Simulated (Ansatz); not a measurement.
Correlation energies of CP, SMILES `[C]#P` radical by basis set

```xyz
2

C    -0.719    0.033    0.286
P     0.719   -0.033   -0.286
```

Charge 0, multiplicity 2. All single points use the PBE0-D4/def2-TZVP geometry. Frozen core, unrestricted reference, Ansatz. CBS rows extrapolate triple and quadruple zeta.

```
      basis     HF (Eh)  MP2 corr.
   def2-SVP  -378.34213   -0.16133
 def2-TZVPP  -378.50396   -0.20682
 def2-QZVPP  -378.51501   -0.22295
cc-pV(D+d)Z  -378.49009   -0.16518
cc-pV(T+d)Z  -378.50892   -0.20726
cc-pV(Q+d)Z  -378.51443   -0.22273
```

(1) Estimate the CCSD correlation energy and the (T) correction in each basis where they were run (hartree).

## Answers

(1) 
| basis | CCSD corr. | (T) |
| --- | --- | --- |
| def2-SVP | -0.21261 | -0.01213 |
| def2-TZVPP | -0.25817 | -0.01816 |
| def2-QZVPP | -0.27165 | -0.01996 |
| CBS(def2) | -0.28163 | -0.02129 |
| cc-pV(D+d)Z | -0.21697 | -0.01239 |
| cc-pV(T+d)Z | -0.25848 | -0.01821 |
| cc-pV(Q+d)Z | -0.27153 | -0.01993 |
| CBS(cc) | -0.28082 | -0.02115 |

The UHF reference is spin-contaminated (⟨S²⟩ = 1.59, T1 = 0.100).
